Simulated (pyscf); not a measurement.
# Four-centre exchange: H₃C–GaH–CH₃ (SMILES [CH3][GaH][CH3]) + H₂C=CH₂ (SMILES C=C) -> H₂C=CH–Ga(CH₃)–CH₃ (SMILES C=[CH][Ga]([CH3])[CH3]) + H₂ (SMILES [H][H])

Gas phase, singlet surface, charge 0. Bonds broken: Ga2–H7, C11–H13. Bonds formed: Ga2–C11, H7–H13. Structures and frequencies: ωB97X-D3(BJ)/def2-SVP in PySCF.

Transition state (Å):

```xyz
16

C     -2.4797     1.3487    -0.5640
Ga    -1.0820     0.1917     0.1809
C     -0.4789    -1.6374    -0.1929
H     -2.2777     1.5631    -1.6257
H     -3.4709     0.8741    -0.4970
H     -2.5199     2.3061    -0.0226
H     -1.1405     0.3762     1.9548
H     -1.3274    -2.3355    -0.2636
H      0.0697    -1.6672    -1.1481
H      0.1932    -1.9998     0.5997
C      0.6552     1.4367     0.5471
C      1.8843     0.9072     0.6334
H     -0.2855     0.9025     1.5361
H      0.5655     2.5076     0.3135
H      2.7993     1.4896     0.4612
H      2.0335    -0.1507     0.8873
```

One imaginary mode, 1359i cm⁻¹; descent along it reached the two sides named, in the forms told below.

```tsv
bond	change	reactant side (Å)	saddle	product side
Ga2–H7	breaks	1.580	1.784	2.7
C11–H13	breaks	1.095	1.466	3.0
Ga2–C11	forms	2.7	2.168	1.964
H7–H13	forms	2.9	1.088	0.762
```

Electronic energies relative to the separated reactants (kcal/mol):

```tsv
level	barrier	reaction energy	reverse barrier
ωB97X-D3(BJ)/def2-TZVP	33.7	+3.9	29.9
PBE/def2-TZVP	29.2	+5.9	23.3
r²SCAN/def2-TZVP	28.8	+5.0	23.8
B3LYP-D3(BJ)/def2-TZVP	33.7	+5.3	28.3
PBE0-D3(BJ)/def2-TZVP	30.1	+5.4	24.8
M06-2X/def2-TZVP	33.4	+3.2	30.2
ωB97M-D3(BJ)/def2-TZVP	35.8	+6.1	29.6
HF/def2-TZVP	55.0	+11.2	43.9
```

With ωB97M-D3(BJ)/def2-TZVP energies and thermal terms (ideal gas, 1 atm, RRHO with modes under 100 cm⁻¹ raised to 100, one conformer, R ln 2 for chiral ones without a mode under 150 cm⁻¹), in kcal/mol:

| T (K) | ΔH‡ | ΔG‡ | ΔH | ΔG |
|---|---|---|---|---|
| 298 | 34.4 | 45.3 | +3.9 | +5.9 |
| 600 | 34.8 | 56.3 | +5.3 | +7.4 |
| 900 | 35.5 | 66.9 | +6.3 | +8.2 |
| 1200 | 36.4 | 77.2 | +7.0 | +8.8 |

On the reactant side the descent ends in a bound adduct, 9.8 kcal/mol under the separated species and 43.5 kcal/mol under the saddle at ωB97X-D3(BJ)/def2-TZVP. At the saddle there is also a short Ga–H contact that neither side keeps. The same reactants have a lower exit, to H₃C–CH₂–Ga(CH₃)–CH₃ (barrier +8.8 kcal/mol at ωB97M-D3(BJ)/def2-TZVP, against +35.8 kcal/mol here). This is the saddle that the search found; another between the same sides may lie lower. Elements up to Kr have no core potential and no relativistic terms here.
